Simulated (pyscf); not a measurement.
Optimised with ωB97X-D3(BJ)/def2-SVP in PySCF.

Estimate the classical barrier height and the reaction energy of HO–SeH + Cl–ZnH -> HO–Zn–Cl + H₂Se at PBE/def2-TZVP. The step runs on the singlet surface, breaks O–Se, H–Zn and forms O–Zn, H–Se; take the separated reactants as zero.

ΔE‡ = 0.55 eV, ΔE = -1.33 eV. ωB97M-D3(BJ)/def2-TZVP gives 0.81 eV and -1.39 eV. Zero-point energy shifts the barrier by +0.02 eV. It is a four-centre exchange, with an imaginary mode of 476i cm⁻¹. On the reactant side the descent ends in an adduct with a O–Zn contact (not fully relaxed), 0.52 eV under the separated species and 1.22 eV under the saddle at ωB97X-D3(BJ)/def2-TZVP. On the product side the descent ends in an adduct with a Se–Zn contact, 0.57 eV under the separated species and 2.69 eV under the saddle at ωB97X-D3(BJ)/def2-TZVP. What is counted as formed (O–Zn) is already present as a longer contact in the reactant adduct; forming that adduct is a step of its own. At ωB97X-D3(BJ)/def2-TZVP the barrier from the zero used here is 0.70 eV. This is the saddle that the search found; another between the same sides may lie lower. Elements up to Kr have no core potential and no relativistic terms here.
